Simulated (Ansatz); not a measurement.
[OH···H···S], triplet: reading a ladder of total energies

Geometry: a point of a hydrogen-transfer path between rigid fragments, not a stationary point.

```xyz
4

O    -1.0524   -0.2316    0.0000
H    -1.3017    0.6949    0.0000
H     0.3906   -0.2316    0.0000
S     1.9636   -0.2316    0.0000
```

Basis cc-pVDZ; Ansatz 0.2.0. Only valence electrons are correlated (noble-gas cores frozen), which leaves 14 electrons in 36 orbitals. Prefix R: restricted or restricted open-shell reference; prefix U: unrestricted.

Full CI isn't at hand for all of this; UCCSDT(Q) serves as the reference, and is uncertain by about the last step of the cluster series.

Runs differ by some tens of microhartree through their thresholds and, for an open shell, their frozen cores, so steps under 0.03 kcal/mol mean nothing.

```csv
level,total energy (hartree)
UHF,-473.455207
UMP2,-473.731755
UCCSD,-473.770071
UCCSD(T),-473.776487
UCCSDT,-473.777590
UCCSDT(Q),-473.778304
```

**Question.** What is the correlation energy at UCCSDT(Q), and what share of it do UMP2 and UCCSD(T) recover?

**Answer.** E(corr) = -473.778304 − (-473.455207) = -0.323097 hartree = -8.792 eV. UMP2: -0.276548 / -0.323097 = 85.59 %. UCCSD(T): -0.321280 / -0.323097 = 99.44 %.

**Question.** By how many kcal/mol does UCCSD(T) miss UCCSDT(Q) (1 hartree = 627.509 kcal/mol), and which steps make up the rest?

**Answer.** -473.776487 − (-473.778304) = 0.001817 hartree = 1.14 kcal/mol. Steps: UCCSDT − UCCSD(T) = -0.69, UCCSDT(Q) − UCCSDT = -0.45 kcal/mol. Differences between like states or geometries often cancel part of this.
